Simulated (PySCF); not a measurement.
A structure optimised at PBE-D3(BJ)/def2-TZVP, used in a PySCF frequency run:

```xyz
7

C      0.0000     0.0000    -1.2387
C      0.0000     0.0000     0.2143
C      0.0000     0.0000     1.4255
H     -0.8893    -0.5134    -1.6342
H      0.8893    -0.5134    -1.6342
H      0.0000     1.0268    -1.6342
H      0.0000     0.0000     2.4957
```

**Question.** Write its SMILES, formula and point group.

**Answer.** C#CC, C3H4, C3v

**Question.** What are its rotational constants (standard atomic weights)?

**Answer.** 158.51, 8.5379, 8.5379 GHz
